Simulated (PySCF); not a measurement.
Working out the ionisation energy of F

F [He] 2s2 2p5 (2P) → F⁺ [He] 2s2 2p4 (3P). Calculation: PySCF 2.14, in aug-cc-pwCVDZ (5s4p2d, 27 functions); the non-relativistic Hamiltonian (point nucleus). Frozen: nothing. Energies in hartree (1 hartree = 27.21139 eV):

```
            part   F (lower)  F⁺ (upper)
             UHF  -99.381135  -98.801953
CCSD correlation   -0.205432   -0.156493
             (T)   -0.002705   -0.001407
```

Question: What does Hartree-Fock give?

Answer: (-98.801953) − (-99.381135) = 0.579182 hartree = 15.760 eV.

Question: What do CCSD and CCSD(T) give?

Answer: The CCSD correlation energies differ by 0.048939 hartree = 1.332 eV and the triples by 0.001298 hartree = 0.035 eV, so CCSD gives 17.092 eV and CCSD(T) 17.127 eV.

Measured between the centres of the two terms (NIST): 17.427 eV, so CCSD(T) (valence and next inner shell) is off by -0.300 eV.

A double-zeta basis recovers only part of the correlation energy.

What remains against the reference includes basis incompleteness and higher excitations.
